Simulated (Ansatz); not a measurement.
Ansatz (a first-principles code) input (B3LYP/6-31G*):

Ansatz 0.2 input:
```yaml
crystal:
  periodic: [false, false, false]
  atoms:
    - {symbol: H, position_ang: [0.00176410, 0.04410472, 2.07682365]}
    - {symbol: N, position_ang: [0.00116269, 0.04717594, 1.06771703]}
    - {symbol: C, position_ang: [0.01251808, 1.18270558, 0.27531455]}
    - {symbol: C, position_ang: [-0.01108249, -1.07850506, 0.27892857]}
    - {symbol: C, position_ang: [0.00693050, 0.72499293, -1.01485129]}
    - {symbol: C, position_ang: [-0.00782376, -0.68641994, -1.04947198]}
    - {symbol: H, position_ang: [0.02313572, 2.17431294, 0.70081274]}
    - {symbol: H, position_ang: [-0.02111361, -2.06599657, 0.71931853]}
    - {symbol: H, position_ang: [-0.01517905, -1.33929366, -1.91049314]}
basis:
  gaussian:
    orbitals: 6-31G*
hamiltonian:
  xc: {name: B3LYP}
magnetization: {spin_polarized: true, initial_magnetization: 1}
phonons: {temperatures: {t_min: 298.15, t_max: 298.15, t_step: 100}}
```

Question: Which harmonic wavenumbers does it give?

Answer: 408, 538, 633, 638, 733, 819, 860, 887, 1047, 1078, 1163, 1182, 1252, 1398, 1451, 1495, 1553, 3261, 3280, 3293, 3652 cm⁻¹ (unscaled; negative means imaginary).
